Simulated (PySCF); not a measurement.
Polarisability as a sum over states

Compound: H₆P₂Si.
Atom-mapped SMILES: `[PH2:1][SiH2:2][PH2:3]` (hydrogens: H4, H5 on P1; H6, H7 on Si2; H8, H9 on P3)

Structure used (PBE0-D3(BJ)/def2-SVP), in Å, numbered top down from 1:
```
atom  x, y, z in Å
P1    -1.7844    0.3167   -0.7960
Si2    0.0113   -0.6514    0.1897
P3     1.8360    0.2928   -0.7672
H4    -2.7129   -0.2021    0.1596
H5    -1.6125    1.5470   -0.0876
H6    -0.0004   -0.5354    1.6819
H7     0.0053   -2.1012   -0.1725
H8     2.7424   -0.2461    0.1982
H9     1.6750    1.5223   -0.0549
```

Level of theory: TDDFT CAM-B3LYP/def2-SVPD, vertical, gas phase, core orbitals frozen in the response (PySCF 2.14.0, density-fitted response routines).

Computed singlets:

| state | E (eV) | f |
| --- | --- | --- |
| S1 | 6.41 | 0.0030 |
| S2 | 6.55 | 0.0052 |
| S3 | 6.56 | 0.0041 |
| S4 | 6.58 | 0.028 |
| S5 | 6.91 | 0.295 |
| S6 | 6.99 | 0.175 |
| S7 | 7.16 | 0.036 |
| S8 | 7.25 | 0.030 |
| S9 | 7.71 | 0.0052 |
| S10 | 7.72 | 0.0007 |

**Question.** How much of the mean static polarisability do these states give, one by one?

**Answer.** Each state adds f / ΔE² (ΔE in hartree, 27.2114 eV).

```tsv
state	f/ΔE² (au)	running sum (au)	running share of α (%)
S1	0.05	0.05	0.1
S2	0.09	0.14	0.2
S3	0.07	0.21	0.3
S4	0.48	0.69	0.8
S5	4.58	5.27	6.2
S6	2.65	7.92	9.3
S7	0.52	8.45	9.9
S8	0.42	8.87	10.4
S9	0.06	8.93	10.5
S10	0.01	8.94	10.5
```

The full response gives 85.29 au (12.64 Å³), so 76.4 au comes from the higher roots of the same equations.

**Question.** By how much does the contribution of these states grow at 632.8 nm?

**Answer.** With ω = 0.0720 hartree each state's term in the mean polarisability goes from f / ΔE² to f / (ΔE² − ω²); the sum over all 10 states goes from 8.94 to 9.71 au, a rise of 0.77 au.

The largest single term belongs to S5, which also has the largest f.

A one-level model with all 20 active electrons at a single energy would need ΔE = √(N/α) = 13.2 eV to give this α, against S1 at 6.41 eV.

One conformer stands for the species.
